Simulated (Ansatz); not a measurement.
# Al3H: the cost of one run

The runs use Ansatz 0.2.0, Gaussian basis; cc-pVTZ, core rule «outside noble gas», up to 15 orbitals frozen.

To be run: UHF; CCSD(T) on ROHF; CCSD(T) on UHF; BCCD(T) on ROHF; CCSDT(Q) on ROHF; CCSDT(Q) on UHF; CASSCF and NEVPT2, 9 electrons in 13 orbitals.

4 further runs of the same task are left out: 4 set aside as unsound or not needed. Runs told in other sessions of the task aren't counted.

## (1) The geometry

The geometry is a PBE0/def2-TZVP stationary point (not a proven minimum) of the parent state, kept for this charge and spin.

4 atoms, charge 1, spin multiplicity 4.

Atoms are counted from 1 here; the program's logs count them from 0.

Bond lengths: Al1–Al2 2.593 Å, Al1–H4 1.950 Å, Al2–Al3 2.593 Å, Al2–H4 1.874 Å, Al3–H4 1.950 Å. Angles: Al2–Al1–H4 46.1°, Al1–Al2–Al3 97.1°, Al1–Al2–H4 48.5°, Al3–Al2–H4 48.5°, Al2–Al3–H4 46.1°, Al1–H4–Al2 85.4°, Al1–H4–Al3 170.8°, Al2–H4–Al3 85.4°.

## (2) UHF

in.yaml reads:

```yaml
crystal:
  periodic: [false, false, false]
  atoms:
    - {symbol: Al, position_ang: [0.000000, 0.563450, 1.943331]}
    - {symbol: Al, position_ang: [0.000000, -1.153806, 0.000000]}
    - {symbol: Al, position_ang: [0.000000, 0.563450, -1.943331]}
    - {symbol: H, position_ang: [0.000000, 0.720211, 0.000000]}
basis:
  gaussian: {orbitals: cc-pVTZ}
total_charge: 1
magnetization: {spin_polarized: true, initial_magnetization: 3}
hamiltonian: {xc: hf}
output: {orbitals: {seedname: orbitals}}
```

The run is started by

```console
$ ansatz run in.yaml --threads 1 --pin off --events-out ev --progress --plain --max-ram 4096MiB --backend cpu
```

What time and memory should one allow on 1 thread of AMD EPYC 7R13, shared host?

About 18 s, with a peak of 0.36 GiB.
